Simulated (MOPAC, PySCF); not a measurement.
C2H2O2, SMILES `O=CC=O` (O–C–C–O torsion 180°), neutral singlet in the gas phase. 

Z-matrix (Å, degrees):
```
C
O 1 1.2008
H 1 1.1067 2 123.64
C 1 1.5237 3 114.79 2 180.00
O 4 1.2008 1 121.56 3 0.00
H 4 1.1067 5 123.64 1 -180.00
```
Charge 0, spin multiplicity 1.

All levels are single points at this geometry (B3LYP-D3(BJ)/def2-TZVP); Pople sets use spherical d functions. Orbital energies aren't observables, and empty levels follow the basis.

PM7 in MOPAC gives HOMO (eV) = -10.23.

Estimate the HOMO (eV) from each of these levels: B3LYP-D3(BJ)/def2-TZVP in PySCF; B3LYP/3-21G in PySCF; B3LYP/6-31G* in PySCF; BP86/6-31G* in PySCF; M06-2X/6-31G* in PySCF; PBE/6-31G* in PySCF; HF/3-21G in PySCF; HF/6-31G* in PySCF; HF/STO-3G in PySCF; AM1 in MOPAC; PM3 in MOPAC; PM6 in MOPAC.


| level | HOMO (eV) |
|---|---|
| B3LYP-D3(BJ)/def2-TZVP in PySCF | -7.65 |
| B3LYP/3-21G in PySCF | -6.98 |
| B3LYP/6-31G* in PySCF | -7.28 |
| BP86/6-31G* in PySCF | -5.99 |
| M06-2X/6-31G* in PySCF | -9.12 |
| PBE/6-31G* in PySCF | -5.85 |
| HF/3-21G in PySCF | -11.50 |
| HF/6-31G* in PySCF | -11.78 |
| HF/STO-3G in PySCF | -8.86 |
| AM1 in MOPAC | -10.48 |
| PM3 in MOPAC | -10.51 |
| PM6 in MOPAC | -10.13 |
